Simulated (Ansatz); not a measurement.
## Worked example: correlation energy of HPN, sextet

Geometry: that of the HPN, quartet, kept fixed. The doublet lies 7.2 eV lower here.

```csv
atom,x (Å),y (Å),z (Å)
N,0.0000,0.0521,1.2556
P,0.0000,-0.0674,-0.5434
H,0.0000,1.3455,-0.7511
```

Basis cc-pVDZ; Ansatz 0.2.0. Correlated methods freeze the noble-gas cores, which leaves 11 electrons in 31 orbitals. R marks a restricted (for open shells ROHF) determinant, U an unrestricted one.

Full CI isn't at hand for all of this; UCCSDTQ serves as the reference, and is uncertain by the last step of the cluster series or more.

UCCSD has a T1 diagnostic of 0.018 and a largest doubles amplitude of 0.05.

Runs differ by some tens of microhartree through their thresholds and, for an open shell, their frozen cores, so steps under 0.03 kcal/mol mean nothing.

```
    level  total energy (hartree)
      UHF             -395.491385
     UMP2             -395.664773
    UCCSD             -395.700896
 UCCSD(T)             -395.705991
   UCCSDT             -395.707122
UCCSDT(Q)             -395.707481
  UCCSDTQ             -395.707522
```

**Question.** What is the correlation energy at UCCSDTQ, and what share of it do UMP2 and UCCSD(T) recover?

**Answer.** E(corr) = -395.707522 − (-395.491385) = -0.216137 hartree = -5.881 eV. UMP2: -0.173388 / -0.216137 = 80.22 %. UCCSD(T): -0.214606 / -0.216137 = 99.29 %.

**Question.** By how many kcal/mol does UCCSD(T) miss UCCSDTQ (1 hartree = 627.509 kcal/mol), and which steps make up the rest?

**Answer.** -395.705991 − (-395.707522) = 0.001531 hartree = 0.96 kcal/mol. Steps: UCCSDT − UCCSD(T) = -0.71, UCCSDT(Q) − UCCSDT = -0.23, UCCSDTQ − UCCSDT(Q) = -0.03 kcal/mol. Differences between like states or geometries often cancel part of this.
